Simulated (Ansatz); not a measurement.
## Relative stability

Two relaxed structures of C2H5Si (charge -1), closed shell (PBE0-D4/def2-TZVPD; forces vanish, vibrations not checked).

A:

```json
{"atom": "C1", "x (Å)": "-0.7919", "y (Å)": "0.8828", "z (Å)": "-1.1536"}
{"atom": "C2", "x (Å)": "-0.1457", "y (Å)": "-0.2859", "z (Å)": "-0.9050"}
{"atom": "Si3", "x (Å)": "0.5765", "y (Å)": "-0.7532", "z (Å)": "0.7272"}
{"atom": "H4", "x (Å)": "-0.0286", "y (Å)": "-1.0259", "z (Å)": "-1.7114"}
{"atom": "H5", "x (Å)": "-0.8105", "y (Å)": "1.4977", "z (Å)": "-0.2240"}
{"atom": "H6", "x (Å)": "0.3619", "y (Å)": "0.3267", "z (Å)": "1.7439"}
{"atom": "H7", "x (Å)": "2.0670", "y (Å)": "-1.0308", "z (Å)": "0.7550"}
{"atom": "H8", "x (Å)": "0.0359", "y (Å)": "-2.0147", "z (Å)": "1.3718"}
```

B:

| atom | x (Å) | y (Å) | z (Å) |
| --- | --- | --- | --- |
| C1 | -0.7547 | 0.8907 | -1.0969 |
| C2 | -0.1321 | -0.2861 | -0.9492 |
| Si3 | 0.5495 | -0.7180 | 0.6795 |
| H4 | -1.1885 | 1.2094 | -2.0592 |
| H5 | -0.9029 | 1.6558 | -0.3060 |
| H6 | 0.4188 | 0.2445 | 1.8715 |
| H7 | 2.0322 | -0.9934 | 0.6347 |
| H8 | -0.0223 | -2.0029 | 1.2257 |

Ansatz 0.2.0; basis: def2-TZVPPD; cores frozen in the correlated methods. B3LYP uses VWN-RPA correlation.

(1) Which structure is lower at CCSD(T), and by how much? (An estimate is asked for; the value comes from the calculation.)

No T1 diagnostic of these runs exceeds 0.018.

Answers

(1) By the calculation: B, by 27.4 kJ/mol (electronic energy, against the other). By their contacts, A is C₂H₅Si ([CH][CH][SiH3]), total charge -1 and B is C₂H₅Si ([CH2][C][SiH3]), total charge -1.

All methods give the same order:

```
   method  E(B) − E(A) (kJ/mol)
   PBE-D4                 -28.9
r2SCAN-D4                 -28.9
  PBE0-D4                 -28.3
 B3LYP-D4                 -27.5
  wB97M-V                 -26.0
       HF                 -19.4
      MP2                 -31.9
     CCSD                 -26.2
  CCSD(T)                 -27.4
```

Labels in which every atom is bracketed show which atoms are joined, not bond orders.

For scale, one of the runs: CCSD(T)/def2-TZVPPD, 207 basis functions, launched by `ansatz run in.yaml --threads 2 --pin off --events-out ev --progress --plain --max-ram 4352MiB`. The run took 49 s on 2 CPU threads of an Arm Neoverse V1 (shared host), with 2.6 GiB of host memory at its peak.
